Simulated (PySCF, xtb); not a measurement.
nitrous oxide anion (N₂O), SMILES [N+](#N)[O-] (connectivity only; charge and spin as stated), charge -1, multiplicity 2.

Geometry: B3LYP-D3(BJ)/def2-TZVPD. The spin state was assumed, not searched.

Level of theory: C-PCM-ωB97X/def2-SVPD run with PySCF 2.14.0.

The values are the electrostatic part of the solvation free energy, E(continuum) − E(gas) at the gas-phase geometry, in a cavity of scaled van der Waals radii (PySCF's table); cavitation and dispersion terms are not included.

Question: Estimate the values in water (ε = 78.36), dimethylsulfoxide (ε = 46.83), acetone (ε = 20.49). (The exact figures need the calculation; the answer reports its results.)

Answer: 
```csv
solvent,ε,ΔG(elec) (kcal/mol)
water,78.36,-66.9
dimethylsulfoxide,46.83,-66.3
acetone,20.49,-64.4
```

For comparison, GFN2-xTB/ALPB(water) (xtb, at the GFN2-xTB geometry, all terms of that model) gives -73.7 kcal/mol.
